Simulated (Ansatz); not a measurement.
## How close CCSD(T) comes to the exact answer in a basis

Each species is computed at the geometry given (Å), with frozen cores, in Ansatz 0.2.0: RHF-CCSD(T) for singlets, UHF-CCSD(T) otherwise, and full CI in the same basis. The program picks the determinant by trial CCSD, so it needn't be the lowest Hartree–Fock solution. States: HBBe triplet Π, Mg2 triplet Πg, PN⁺ doublet Σ⁺ or Δ. Cases whose determinant has another symmetry than full CI's state, or whose (Q) step broke down, weren't drawn.

Q: Judging by size, spin and bonding and the diagnostics given, rank them by the size of CCSD(T)'s error in total energy against full CI in the same basis, smallest first (an estimate).
A. Mg$_{2}$, triplet, aug-cc-pVTZ: Mg 0.000 0.000 0.000; Mg 0.000 0.000 2.707. T1 0.057, (T) -83 meV in a correlation energy of -1.58 eV
B. HBBe, triplet, cc-pVDZ: B 0.000 0.000 0.418; Be 0.000 0.000 -3.229; H 0.000 0.000 2.811. T1 0.030, (T) -35 meV in a correlation energy of -2.90 eV
C. PN⁺, doublet, 6-31G: N 0.000 0.000 0.000; P 0.000 0.000 1.479. T1 0.110, (T) -156 meV in a correlation energy of -4.59 eV

A: B (15.9 meV), A (41.1 meV), C (147.6 meV).

```json
{"species": "HBBe, triplet", "basis": "cc-pVDZ", "correlated electrons": "6", "CCSD(T) − full CI (meV)": "15.9", "CCSDT(Q) − full CI (meV)": "0.0", "unpaired electrons (full CI)": "2.23", "T1": "0.030", "⟨S²⟩ of the determinant": "2.06"}
{"species": "Mg2, triplet", "basis": "aug-cc-pVTZ", "correlated electrons": "4", "CCSD(T) − full CI (meV)": "41.1", "CCSDT(Q) − full CI (meV)": "0.6", "unpaired electrons (full CI)": "2.10", "T1": "0.057", "⟨S²⟩ of the determinant": "2.16"}
{"species": "PN⁺, doublet", "basis": "6-31G", "correlated electrons": "9", "CCSD(T) − full CI (meV)": "147.6*", "CCSDT(Q) − full CI (meV)": "16.8", "unpaired electrons (full CI)": "1.23", "T1": "0.110", "⟨S²⟩ of the determinant": "1.58"}
```

Unpaired electrons are Σ n²(2−n)² over natural occupations; an open shell counts its own unpaired electrons too. Frozen cores follow each run's orbitals, which moves totals by a few meV. An asterisk marks runs whose energy the program itself flagged as in doubt.
